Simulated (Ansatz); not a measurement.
A made-up structure of CH3AlCl (charge -1), closed shell:

C1  (-0.822, -0.055, -0.706)
Al2  (2.003, -1.371, 0.992)
Cl3  (0.514, 0.177, 0.510)
H4  (-1.004, -0.956, -1.291)
H5  (-1.542, 0.739, -0.917)
H6  (0.793, 1.242, 1.255)
(Å)

It is relaxed with PBE-D4/def2-SVPD and then PBE0-D4/def2-TZVPD (Ansatz 0.2.0). Atoms count as bonded within 1.22 times the sum of their covalent radii (H–H: 0.88 Å). The end point is not checked to be a true minimum.

Problem. Does its bonding change? (A judgement: the text doesn't fix the answer.)

Solution. The calculation gives: Yes. Formed: Al2–H6; broken: Cl3–H6.

Where it ends: The first stage lowers the energy by 5.89 eV in 21 steps. It ends as CH₃AlCl ([CH2][Cl][AlH]), total charge -1:
| atom | x (Å) | y (Å) | z (Å) |
| --- | --- | --- | --- |
| C1 | -1.0982 | 0.1489 | -1.2818 |
| Al2 | 1.0387 | -0.6992 | 1.5107 |
| Cl3 | 0.3384 | 0.7653 | -0.2186 |
| H4 | -0.7004 | -0.8382 | -1.5734 |
| H5 | -1.8311 | -0.0752 | -0.4880 |
| H6 | 2.1938 | 0.4742 | 1.8943 |

Labels in which every atom is bracketed show which atoms are joined, not bond orders.

For scale, one of the runs: PBE0-D4/def2-TZVPD relaxation, 153 basis functions, launched by `ansatz run in.yaml --threads 2 --pin off --events-out ev --progress --plain --max-ram 4352MiB`. Hardware: 2 CPU threads of an Arm Neoverse V1, shared host. Wall time about 29 s.
